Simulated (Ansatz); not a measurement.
C₄H₄O₂ (`C=C1OCC1=O`). Charge 0, multiplicity 1. Geometry: relaxed with PBE0-D4/def2-TZVP.

```xyz
10

C    -1.002   -1.293   -0.923
C    -0.256   -0.360   -0.355
O     0.678    0.488   -0.910
C     0.982    1.128    0.353
C    -0.047    0.206    1.011
O    -0.474    0.030    2.107
H    -0.949   -1.504   -1.983
H    -1.684   -1.857   -0.302
H     2.020    0.971    0.655
H     0.730    2.191    0.347
```

Question: What is the dipole moment at ωB97M-V/def2-TZVPP? (An estimate is asked.)

Answer: Computed: 1.31 D, with components (0.69, 0.48, -1.01) D in this frame, pointing from negative to positive charge.

Question: And with PBE, r2SCAN, B3LYP? (An estimate is asked.)

Answer: The calculation gave: PBE 1.35 D, r2SCAN 1.38 D, B3LYP 1.36 D.

Question: Give the Mulliken charges with ωB97M-V, B3LYP, r2SCAN in def2-TZVPP. (Estimate.)

Answer: The calculation gave: 
| atom | ωB97M-V | B3LYP | r2SCAN |
| --- | --- | --- | --- |
| C1 | -0.25 | -0.27 | -0.25 |
| C2 | 0.17 | 0.16 | 0.17 |
| O3 | -0.28 | -0.30 | -0.30 |
| C4 | 0.02 | 0.06 | 0.15 |
| C5 | 0.12 | 0.12 | 0.15 |
| O6 | -0.24 | -0.23 | -0.26 |
| H7 | 0.12 | 0.12 | 0.11 |
| H8 | 0.12 | 0.13 | 0.11 |
| H9 | 0.11 | 0.10 | 0.06 |
| H10 | 0.11 | 0.10 | 0.06 |

B3LYP here is the variant with VWN-RPA as its local correlation; programs differ in this.
